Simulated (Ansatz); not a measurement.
# BSiPH (quartet): wave-function methods side by side, cc-pVDZ

One table from this session's results is given with a row withheld; the runs are named, their logs left out.

Method: cc-pVDZ, core rule «outside noble gas», up to 11 orbitals frozen; program: Ansatz 0.2.0, Gaussian basis.

The runs, in order: UHF; CCSD(T) on ROHF; CCSD(T) on UHF; BCCD(T) on ROHF; CISD as a restricted active space (open shells left free, so some higher excitations enter); CCSDT(Q) on ROHF; CCSDT(Q) on UHF.

23 further runs of the same task are left out: 8 that didn't finish, 15 set aside as unsound or not needed. Runs told in other sessions of the task aren't counted.

**The system**

The geometry is a PBE0/def2-TZVP stationary point (not a proven minimum).

4 atoms, charge 0, spin multiplicity 4.

Atoms are counted from 1 here; the program's logs count them from 0.

Bond lengths: B1–Si2 1.805 Å, B1–H4 1.177 Å, Si2–P3 2.101 Å. Angles: Si2–B1–H4 180.0°, B1–Si2–P3 180.0°.

The first run:

File in.yaml:

```yaml
crystal:
  periodic: [false, false, false]
  atoms:
    - {symbol: B, position_ang: [0.000000, 0.000000, 1.133575]}
    - {symbol: Si, position_ang: [0.000000, 0.000000, -0.671725]}
    - {symbol: P, position_ang: [0.000000, 0.000000, -2.772825]}
    - {symbol: H, position_ang: [0.000000, 0.000000, 2.310975]}
basis:
  gaussian: {orbitals: cc-pVDZ}
magnetization: {spin_polarized: true, initial_magnetization: 3}
hamiltonian: {xc: hf}
output: {orbitals: {seedname: orbitals}}
```

Command:

```sh
$ ansatz run in.yaml --threads 1 --pin off --events-out ev --progress --plain --max-ram 2393MiB
```

Steps of the session up to this table: UHF; CCSD(T) on ROHF; CCSD(T) on UHF; BCCD(T) on ROHF; CISD as a restricted active space (open shells left free, so some higher excitations enter); CCSDT(Q) on ROHF; CCSDT(Q) on UHF.

One of the session's tables, all rows but one given; the rest of the session is left out.

```
   method  from RCCSDT(Q) (meV)
     ROHF               +8018.5
      UHF               +7671.8
     RMP2                     ?
     UMP2               +1645.6
     CISD               +1301.7
    RCCSD                +461.0
    UCCSD                +434.7
 RCCSD(T)                 +93.5
 UCCSD(T)                 +97.9
  BCCD(T)                 +95.3
   RCCSDT                 +32.4
   UCCSDT                 +29.8
RCCSDT(Q)                     0
UCCSDT(Q)                  -3.0
```

Estimate the missing values for RMP2.

As computed: from RCCSDT(Q) (meV): +1596.0. In the column «from RCCSDT(Q) (meV)» it lies between CISD (+1301.7) and UMP2 (+1645.6).

With the free atoms at the same levels and basis (separate runs), the atomisation energy is 7.682 eV at RCCSDT(Q), 7.620 eV at RCCSD(T), 7.614 eV at UCCSD(T), 5.511 eV at ROHF.

Limits of these values: Warnings: spin contamination; large T1 diagnostic. Restricted and unrestricted rows rest on different reference determinants; a gap between their highest levels can come from leftover correlation error, from unlike frozen cores or from another state.
